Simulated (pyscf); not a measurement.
# Concerted two-bond exchange: HN=Si: (SMILES N=[Si]) [singlet] + NH₃ (SMILES N) -> HN=Si=NH (SMILES N=[Si]=N) + H₂ (SMILES [H][H])

Gas phase, singlet surface, charge 0. Bonds broken: N4–H5, N4–H6. Bonds formed: Si2–N4, H5–H6. Single points on ωB97X-D3(BJ)/def2-SVP structures (PySCF, gas phase).

Transition state (Å):

```xyz
7

N      0.4425     1.3197    -0.5351
Si    -0.4736     0.3572    -1.4304
H      0.8835     2.1816    -0.8425
N     -0.8829    -1.1557    -0.6682
H     -0.2575    -1.7164     0.1766
H     -0.7075    -1.5248     0.9935
H     -1.7395    -1.6866    -0.8404
```

One imaginary mode, 1313i cm⁻¹; descent along it reached the two sides named, in the forms told below.

| bond | change | reactant side (Å) | saddle | product side |
|---|---|---|---|---|
| N4–H5 | breaks | 1.022 | 1.191 | 2.6 |
| N4–H6 | breaks | 1.029 | 1.711 | 3.4 |
| Si2–N4 | forms | 2.123 | 1.743 | 1.564 |
| H5–H6 | forms | 1.682 | 0.952 | 0.762 |

Electronic energies relative to the separated reactants (kJ/mol):

```
level                   barrier  reaction energy  reverse barrier
----------------------  -------  ---------------  ---------------
ωB97X-D3(BJ)/def2-TZVP    386.6           +170.0            216.6
PBE/def2-TZVP             290.2           +165.2            125.0
r²SCAN/def2-TZVP          304.9           +155.4            149.4
B3LYP-D3(BJ)/def2-TZVP    334.1           +171.0            163.1
PBE0-D3(BJ)/def2-TZVP     337.6           +175.2            162.4
M06-2X/def2-TZVP          379.4           +175.4            204.0
ωB97M-D3(BJ)/def2-TZVP    386.6           +185.5            201.1
HF/def2-TZVP              499.5           +204.1            295.3
```

With ωB97M-D3(BJ)/def2-TZVP energies and thermal terms (ideal gas, 1 atm, RRHO with modes under 100 cm⁻¹ raised to 100, one conformer, R ln 2 for chiral ones without a mode under 150 cm⁻¹), in kJ/mol:

```tsv
T (K)	ΔH‡	ΔG‡	ΔH	ΔG
298	359.0	393.6	+157.4	+158.1
600	362.3	427.5	+164.3	+156.0
900	366.8	459.1	+169.4	+150.7
1200	371.2	489.2	+172.8	+144.0
```

On the reactant side the descent ends in an adduct with a N–Si contact, 24.2 kJ/mol under the separated species and 410.8 kJ/mol under the saddle at ωB97X-D3(BJ)/def2-TZVP. What is counted as formed (N–Si) is already present as a longer contact in the reactant adduct; forming that adduct is a step of its own. The same reactants have a lower exit, to H₂N–Si:–NH₂ [singlet] (barrier +27.6 kJ/mol at ωB97M-D3(BJ)/def2-TZVP, against +386.6 kJ/mol here). This is the saddle that the search found; another between the same sides may lie lower. A restricted solution here is unstable towards spin polarisation, so biradical character is likely and single-reference numbers are less safe.
